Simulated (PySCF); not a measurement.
**Complex of water and phosphine**

Made of water and phosphine. The whole: neutral, singlet.

```
part       name  SMILES  atoms  charge  multiplicity
   1      water       O    1–3       0             1
   2  phosphine       P    4–7       0             1
```

```xyz
7

O    -0.1119    0.1474    0.0015
H    -0.8680   -0.4422   -0.0520
H     0.6431   -0.4293    0.1419
P     2.4588    3.0560   -0.2297
H     1.1653    2.4871   -0.1037
H     2.0253    4.3547    0.1467
H     2.3021    3.3183   -1.6162
```
(Å; atoms numbered from 1)

In these coordinates O1···H5 is 2.668 Å. Part 2 is then moved rigidly along that line, all else held; at short range other atoms may come into contact.

The starting structure comes from a short search with a few starts; no frequency run checks that it is a minimum, and another way of binding may lie lower.

Method: CCSD(T)/aug-cc-pVDZ and MP2/aug-cc-pVTZ, aug-cc-pVQZ counterpoise interaction energy, frozen core, gas phase (PySCF 2.14.0). The geometry comes from PBE0-D3(BJ)/def2-TZVPD.

Counterpoise energies in kcal/mol, cluster less the parts frozen as they stand in it; small is aug-cc-pVDZ, large aug-cc-pVQZ. Estimated limit: HF in aug-cc-pVQZ, MP2 correlation extrapolated as X⁻³ from aug-cc-pVTZ and aug-cc-pVQZ, and CCSD(T) less MP2 in aug-cc-pVDZ; it isn't the exact limit.

Results

```csv
O1···H5 (Å),HF large,MP2 large,SCS-MP2 large,CCSD(T) small,CCSD(T) limit est.
2.401,0.61,-0.81,-0.45,-0.48,-0.79
2.535,0.18,-0.94,-0.65,-0.69,-0.93
2.668,-0.07,-0.95,-0.72,-0.77,-0.95
2.801,-0.21,-0.91,-0.73,-0.77,-0.90
2.935,-0.28,-0.84,-0.69,-0.73,-0.83
3.335,-0.31,-0.60,-0.52,-0.54,-0.59
4.002,-0.21,-0.32,-0.29,-0.30,-0.31
5.336,-0.10,-0.12,-0.11,-0.11,-0.11
```

The 8 runs took 12 min in all, one thread each of Arm Neoverse N1 on a shared host, launched as `OMP_NUM_THREADS=1 python cluster_run.py task.json out`.
